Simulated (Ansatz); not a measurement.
Results of LDA in Ansatz (PAW) for hcp Lu.

The run printed, among other lines:

```
Crystal: 2 atoms, lattice volume = 59.050 Å³
Basis set: ecut = 520 eV, 1617 PW (Γ), exchange–correlation on 54×54×90 points (8 copies of the dense FFT grid, shifted against one another)
Bands: 31, of which v1, the nominal top of the filled ones, is band 25 counted from 1 (24 counted from 0)
Symmetry: 24 space group operations
Space group: P63/mmc (ITA 194), of the structure as read, at distance tolerance 3.9e-5 Å
k-points: 222 of 3240
Functional: x = slater, c = lda
SCF iter   1: F=—  HF=-28985.862368 eV  |F-HF|=—  |Δ(HF+E_count)|=         —  Δρ=3.39e-3  dr2=3.06e-3
SCF iter   2: F=—  HF=-28985.861523 eV  |F-HF|=—  |Δ(HF+E_count)|=   8.45e-4  Δρ=2.18e-3  dr2=1.52e-3
  ...
SCF iter   9: F=—  HF=-28985.861462 eV  |F-HF|=—  |Δ(HF+E_count)|=   2.67e-9  Δρ=7.21e-7  dr2=2.26e-10
SCF iter  10: F=-28985.861462 eV  HF=-28985.861462 eV  |F-HF|=1.09e-11  |Δ(HF+E_count)|=  4.00e-11  Δρ=1.35e-7  dr2=8.34e-12
SCF 1 converged in 10 iterations: F = -28985.861462 eV  dr2 = 8.34e-12
SCF converged after 10 iterations
Free energy (F): -28985.861462 eV
Internal energy: -28985.831721 eV  (E = F + TS)
E sigma→0 (E₀):  -28985.846591 eV
Fermi energy:    13.200801 eV
--- Forces (eV/Å), atoms counted from 1 ---
  atom   1  Lu    -0.00000000    -0.00000000     0.00000000
  atom   2  Lu    -0.00000000     0.00000000     0.00000000
--- Stress (GPa, compression-positive) ---
       -5.197392      -0.000000       0.000000
       -0.000000      -5.197392       0.000000
        0.000000       0.000000      -6.533498
  P = ⅓ Tr σ = -5.6428 GPa (-56.428 kbar)
```

Task: Write an input file that could have produced this run (the log leaves some choices open).

Result: Several could match; the one computed here: 
Ansatz 0.2 input:
```yaml
crystal:
  lattice:
    - [1.75265, -3.035679, 0.0]
    - [1.75265, 3.035679, 0.0]
    - [0.0, 0.0, 5.5493]
  atoms:
    - { symbol: Lu, position: [0.33333333, 0.66666667, 0.25] }
    - { symbol: Lu, position: [0.66666667, 0.33333333, 0.75] }
basis:
  ecutwfc: 520
  ecutrho_ratio: 4
  xc_grid: 2
kpoints:
  mp_grid: { grid: [18, 18, 10] }
hamiltonian:
  xc: lda
  dispersion: none
  pseudopotentials: { kind: paw }
scf:
  occupations: { method: fermi_dirac, width: 0.05 }
  convergence: { dr2_threshold: 0.0000000002 }
output:
  forces: true
  stress: true
  eigenvalues: true
```

The PAW data were made under PBE.

Note: cell and atoms aren't relaxed at this level (pressure -5.6 GPa).

Ansatz is a first-principles code.
